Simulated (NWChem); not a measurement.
System: methane (CH4); SMILES C

Output (shortened):

```
             Northwest Computational Chemistry Package (NWChem) 7.3.0
             --------------------------------------------------------

 TD  symmetry detected

                             Geometry "geometry" -> ""
                             -------------------------

 Output coordinates in angstroms (scale by  1.889725989 to convert to a.u.)

  No.       Tag          Charge          X              Y              Z
 ---- ---------------- ---------- -------------- -------------- --------------
    1 C                    6.0000     0.00000000     0.00000000     0.00000000
    2 H                    1.0000    -0.63398094    -0.63398094    -0.63398094
    3 H                    1.0000     0.63398094     0.63398094    -0.63398094
    4 H                    1.0000    -0.63398094     0.63398094     0.63398094
    5 H                    1.0000     0.63398094    -0.63398094     0.63398094

 Effective nuclear repulsion energy (a.u.)      13.3364411701

      Symmetry information
      --------------------

 Group name              Td
 Group number             42
 Group order              24
 No. of unique centers     2

                                Z-matrix (autoz)
                                --------

 Units are Angstrom for bonds and degrees for angles

      Type          Name      I     J     K     L     M      Value
      ----------- --------  ----- ----- ----- ----- ----- ----------
    1 Stretch                  1     2                       1.09809
    2 Stretch                  1     3                       1.09809
    3 Stretch                  1     4                       1.09809
    4 Stretch                  1     5                       1.09809
    5 Bend                     2     1     3               109.47122
    6 Bend                     2     1     4               109.47122
    7 Bend                     2     1     5               109.47122
    8 Bend                     3     1     4               109.47122
    9 Bend                     3     1     5               109.47122
   10 Bend                     4     1     5               109.47122

  xc_inp: hfexch multiplicative factor not found.

                           NWChem Geometry Optimization
                           ----------------------------

 maximum gradient threshold         (gmax) =   0.000450
 rms gradient threshold             (grms) =   0.000300
 maximum cartesian step threshold   (xmax) =   0.001800
 rms cartesian step threshold       (xrms) =   0.001200
 fixed trust radius                (trust) =   0.300000
 source of zmatrix                         =   autoz

          -------------------
          Energy Minimization
          -------------------

 Using diagonal initial Hessian
 Scaling for Hessian diagonals: bonds = 1.00  angles = 0.25  torsions = 0.10

          --------
          Step   0

                                 NWChem DFT Module
                                 -----------------

 Summary of "ao basis" -> "ao basis" (spherical)
 ------------------------------------------------------------------------------
       Tag                 Description            Shells   Functions and Types
 ---------------- ------------------------------  ------  ---------------------
 C                           6-31g*                  6       14   3s2p1d
 H                           6-31g*                  2        2   2s

      Symmetry analysis of basis
      --------------------------

        a1          5
        a2          0
        e           2
        t1          0
        t2         15

            General Information
            -------------------
          SCF calculation type: DFT
          Wavefunction type:  closed shell.
          No. of atoms     :     5
          No. of electrons :    10
           Alpha electrons :     5
            Beta electrons :     5
          Charge           :     0
          Spin multiplicity:     1
          Use of symmetry is: on ; symmetry adaption is: on
          Maximum number of iterations: 150
          AO basis - number of functions:    22
                     number of shells:    14
          Convergence on energy requested:  1.00D-06
          Convergence on density requested:  1.00D-05
          Convergence on gradient requested:  5.00D-04

              XC Information
              --------------
                     Hartree-Fock (Exact) Exchange  1.000

      Superposition of Atomic Density Guess
      -------------------------------------

 Sum of atomic energies:         -39.65318430

      Non-variational initial energy
      ------------------------------

 Total energy =     -40.216939
 1-e energy   =     -78.202003
 2-e energy   =      24.648623
 HOMO         =      -0.505588
 LUMO         =       0.158425

[...]

      ----------------------
      Optimization converged
      ----------------------

  Step       Energy      Delta E   Gmax     Grms     Xrms     Xmax
  ---- ---------------- -------- -------- -------- -------- --------
@    3     -40.19484070 -1.2D-08  0.00000  0.00000  0.00005  0.00006
                                     ok       ok       ok       ok

                                Z-matrix (autoz)
                                --------

 Units are Angstrom for bonds and degrees for angles

      Type          Name      I     J     K     L     M      Value     Gradient
      ----------- --------  ----- ----- ----- ----- ----- ---------- ----------
    1 Stretch                  1     2                       1.08372   -0.00000
    2 Stretch                  1     3                       1.08372   -0.00000
    3 Stretch                  1     4                       1.08372   -0.00000
    4 Stretch                  1     5                       1.08372   -0.00000
    5 Bend                     2     1     3               109.47122   -0.00000
    6 Bend                     2     1     4               109.47122    0.00000
    7 Bend                     2     1     5               109.47122   -0.00000
    8 Bend                     3     1     4               109.47122    0.00000
    9 Bend                     3     1     5               109.47122    0.00000
   10 Bend                     4     1     5               109.47122   -0.00000

                         Geometry "geometry" -> "geometry"
                         ---------------------------------

 Output coordinates in angstroms (scale by  1.889725989 to convert to a.u.)

  No.       Tag          Charge          X              Y              Z
 ---- ---------------- ---------- -------------- -------------- --------------
    1 C                    6.0000     0.00000000     0.00000000     0.00000000
    2 H                    1.0000    -0.62568517    -0.62568517    -0.62568517
    3 H                    1.0000     0.62568517     0.62568517    -0.62568517
    4 H                    1.0000    -0.62568517     0.62568517     0.62568517
    5 H                    1.0000     0.62568517    -0.62568517     0.62568517

 Effective nuclear repulsion energy (a.u.)      13.5132649589

      Symmetry information
      --------------------

 Group name              Td
 Group number             42
 Group order              24
 No. of unique centers     2

                Final and change from initial internal coordinates
                --------------------------------------------------

                                Z-matrix (autoz)
                                --------

 Units are Angstrom for bonds and degrees for angles

[...]

 Rotational Constants
 --------------------
 A=   5.340885 cm-1  (  7.684171 K)
 B=   5.340885 cm-1  (  7.684171 K)
 C=   5.340885 cm-1  (  7.684171 K)

 Temperature                      =   298.15K
 frequency scaling parameter      =   1.0000

 Zero-Point correction to Energy  =   29.951 kcal/mol  (  0.047730 au)
 Thermal correction to Energy     =   31.740 kcal/mol  (  0.050581 au)
 Thermal correction to Enthalpy   =   32.332 kcal/mol  (  0.051524 au)

 Total Entropy                    =   44.374 cal/mol-K
   - Translational                =   34.246 cal/mol-K (mol. weight =  16.0313)
   - Rotational                   =   10.081 cal/mol-K (symmetry #  =       12)
   - Vibrational                  =    0.047 cal/mol-K

 Cv (constant volume heat capacity) =    6.265 cal/mol-K
   - Translational                  =    2.979 cal/mol-K
   - Rotational                     =    2.979 cal/mol-K
   - Vibrational                    =    0.307 cal/mol-K

[normal modes left out]

 ----------------------------------------------------------------------------
 Normal Eigenvalue ||           Projected Infra Red Intensities
  Mode   [cm**-1]  || [atomic units] [(debye/angs)**2] [(KM/mol)] [arbitrary]
 ------ ---------- || -------------- ----------------- ---------- -----------
    1       -0.000 ||    0.000000           0.000         0.000       0.000
    2       -0.000 ||    0.000000           0.000         0.000       0.000
    3        0.000 ||    0.000000           0.000         0.000       0.000
    4        0.000 ||    0.000000           0.000         0.000       0.000
    5        0.000 ||    0.000000           0.000         0.000       0.000
    6        0.000 ||    0.000000           0.000         0.000       0.000
    7     1488.374 ||    0.010448           0.241        10.185      10.164
    8     1488.374 ||    0.010448           0.241        10.185      10.164
    9     1488.374 ||    0.010448           0.241        10.185      10.164
   10     1703.523 ||    0.000000           0.000         0.000       0.000
   11     1703.523 ||    0.000000           0.000         0.000       0.000
   12     3193.796 ||    0.000000           0.000         0.000       0.000
   13     3298.319 ||    0.040948           0.945        39.918      39.836
   14     3298.319 ||    0.040948           0.945        39.918      39.836
   15     3298.320 ||    0.040948           0.945        39.918      39.836
 ----------------------------------------------------------------------------
```

Level: Hartree-Fock/6-31G* (spherical d). 

Task: Reconstruct the input file.

Result: This is not unique; one that fits is the input that was run:
```
start job
memory heap 200 mb stack 900 mb global 1100 mb
geometry units angstroms
  C     -0.000000     0.000000    -0.000002
  H     -0.854020    -0.241787    -0.646521
  H      0.868943     0.254416    -0.621295
  H     -0.255660     0.855214     0.639562
  H      0.240735    -0.867844     0.628240
end
basis spherical
  * library 6-31g*
end
dft
  xc hfexch
  iterations 150
end
driver
  maxiter 120
end
task dft optimize
task dft freq
```
